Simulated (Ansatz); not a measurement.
**SeH, doublet: the ladder up to UCCSDT(Q)**

Geometry: that of the SeH⁺, singlet, kept fixed.

```xyz
2

Se    0.0000    0.0000    0.0000
H     0.0000    0.0000    1.4900
```

Basis aug-cc-pVDZ; Ansatz 0.2.0. Correlated methods freeze the noble-gas cores and the filled d shells of p-block atoms, which leaves 7 electrons in 31 orbitals. R marks a restricted (for open shells ROHF) determinant, U an unrestricted one. Active spaces: valence = (7e, 5o) chosen from the atoms' valence shells. No spin–orbit coupling is included, and no scalar relativity.

Full CI isn't at hand for all of this; UCCSDT(Q) serves as the reference, and is uncertain by the last step of the cluster series or more. The frozen core follows each run's orbitals, which can shift R against U totals by a few meV for light atoms and by up to 0.1 eV past Ca.

* UHF ⟨S²⟩: 0.760
* T1 diagnostic (RCCSD): 0.0155
* largest doubles amplitude (RCCSD): 0.070
* T1 diagnostic (UCCSD): 0.0103

Task: From what is known of these methods and the diagnostics, rank them by the size of their error in total energy against UCCSDT(Q) in aug-cc-pVDZ, smallest first (an estimate: the text doesn't fix the numbers).
A. UCCSD(T)
B. UCCSDT
C. UCCSD
D. UMP2
E. UHF

Result: B (4 meV), A (18 meV), C (98 meV), D (648 meV), E (3495 meV).

All errors are against UCCSDT(Q) in aug-cc-pVDZ. Within each family the higher level lies nearer, as is usual though not guaranteed.

Natural occupations of CASSCF (valence space) about the gap: 2.000 1.998 1.969 1.000 0.034; effectively unpaired electrons, Σ n²(2−n)², 1.01.
